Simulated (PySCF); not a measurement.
## How well do the runs reproduce experiment for methylketene?

**Measured values to compare with.**

From NIST CCCBDB Release 22 (SRD 101), experimental dipoles, for the gas: dipole moment 1.79 D.

How close the calculation comes is told at the end.

Compound: methylketene, C3H4O.
SMILES with atom numbers: `[CH3:1][CH:2]=[C:3]=[O:4]` (hydrogens: H5, H6, H7 on C1; H8 on C2)

Cartesian coordinates in Å at the PBE0-D3(BJ)/def2-SVP level; atoms count from 1:
```xyz
8
C3H4O angstrom
C     -0.9040   -0.3746   -0.0071
C      0.2999    0.4866    0.2553
C      1.4978    0.2618   -0.2428
O      2.5597    0.0640   -0.6772
H     -0.6397   -1.2765   -0.5768
H     -1.6722    0.1687   -0.5814
H     -1.3647   -0.7035    0.9378
H      0.2232    1.3735    0.8921
```

Runs made with PySCF (gas phase, on this PBE0-D3(BJ)/def2-SVP geometry; no spin–orbit coupling):

| level | job | basis functions |
| --- | --- | --- |
| PBE0-D3(BJ)/def2-SVP, grid level 1 | geometry optimisation from an MMFF94s start | 76 |
| HF/pcSseg-2 | shieldings | 200 |
| PBE0/pcSseg-1 | shieldings, charges and field gradients | 88 |
| wB97X-D/def2-SVPD | 10 singlets by full TDDFT, 4 Tamm–Dancoff triplets, polarisability, ΔSCF ions | 115 |
| PBE0/6-31+G* | 10 singlets by full TDDFT, 4 Tamm–Dancoff triplets, polarisability | 80 |
| PBE0/aug-cc-pVDZ | 10 singlets by full TDDFT, 4 Tamm–Dancoff triplets, polarisability | 128 |
| PBE0/aug-cc-pVTZ | 10 singlets by full TDDFT, 4 Tamm–Dancoff triplets, polarisability | 276 |
| PBE0/def2-TZVPD | 10 singlets by full TDDFT, 4 Tamm–Dancoff triplets, polarisability | 187 |
| B3LYP/pcJ-1 | spin–spin couplings from 8 perturbed nuclei | 148 |

All basis functions are spherical.

Results beside the measurements:

**Dipole moment.** Measured: 1.79 D (NIST CCCBDB Release 22 (SRD 101), experimental dipoles).

| level | computed (D) | computed − measured (D) | % (from the printed values) |
| --- | --- | --- | --- |
| PBE0-D3(BJ)/def2-SVP | 1.72 | -0.07 | -4 |
| HF/pcSseg-2 | 2.20 | +0.41 | +23 |
| PBE0/pcSseg-1 | 1.85 | +0.06 | +3 |
| wB97X-D/def2-SVPD | 1.96 | +0.17 | +9 |
| PBE0/6-31+G* | 1.96 | +0.17 | +9 |
| PBE0/aug-cc-pVDZ | 1.91 | +0.12 | +7 |
| PBE0/aug-cc-pVTZ | 1.90 | +0.11 | +6 |
| PBE0/def2-TZVPD | 1.90 | +0.11 | +6 |
| B3LYP/pcJ-1 | 1.86 | +0.07 | +4 |

Closest is PBE0/pcSseg-1 (+0.06 D), furthest HF/pcSseg-2 (+0.41 D); one molecule doesn't rank methods. The computed dipoles belong to one fixed geometry; measured ones are averaged over vibrations unless marked μe. Magnitudes are compared, not signs.

No measured geometry was used, and the causes of the misses weren't examined.
